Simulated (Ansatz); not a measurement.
Born–Oppenheimer molecular dynamics of FH2Si (4 atoms, charge 0, multiplicity 2). It starts from a relaxed structure.

Computed with UKS CAM-B3LYP-D4/def2-mTZVP (Ansatz 0.2.0).

| Quantity | Value |
| --- | --- |
| ensemble | NVE (velocity Verlet) |
| time step | 1 fs |
| steps asked | 100 |
| starting velocities drawn for | 300 K |
| seed | 163861 |

First frame:

```xyz
4
Properties=species:S:1:pos:R:3
F 1.244 0.661 -0.450
Si -0.072 -0.255 -0.289
H -1.247 0.646 -0.213
H 0.076 -1.051 0.953
```

Problem. How far do the bonds stretch over the last three quarters of this one trajectory? (Pairs bonded in most of those frames.)

Solution. 
```json
{"bond": "F1–Si2", "mean (Å)": "1.613", "spread (Å)": "0.016", "shortest": "1.59", "longest": "1.64"}
{"bond": "Si2–H3", "mean (Å)": "1.484", "spread (Å)": "0.006", "shortest": "1.47", "longest": "1.49"}
{"bond": "Si2–H4", "mean (Å)": "1.486", "spread (Å)": "0.025", "shortest": "1.45", "longest": "1.52"}
```

Mean temperature of the second half: 147 K. The conserved energy stayed within 0.21 meV per atom of its start (net change 0.15 meV per atom), so the integration is sound. The temperature averaged 0.49 of the 300 K drawn at the start: a run that starts near a minimum puts about half its kinetic energy into the potential. A run of 0.1 ps of so small a system gives no equilibrium averages.

The run took 81 s on 1 thread of Intel(R) Xeon(R) 6975P-C (Granite Rapids), with other jobs on the host, peak memory 0.12 GiB.
